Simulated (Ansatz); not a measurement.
Harmonic frequencies (cm⁻¹) at PBE0-D4/def2-TZVP from Ansatz: 222, 479, 700, 997, 1069, 1122, 1141, 1240, 1427, 1468, 1471, 1503, 1767, 2988, 3000, 3090, 3111, 3150.

Q: Which molecule is it?
A. `CC=N`
B. `O=P(O)(O)O`
C. `C=NC`
D. `CC=N`

A: C.
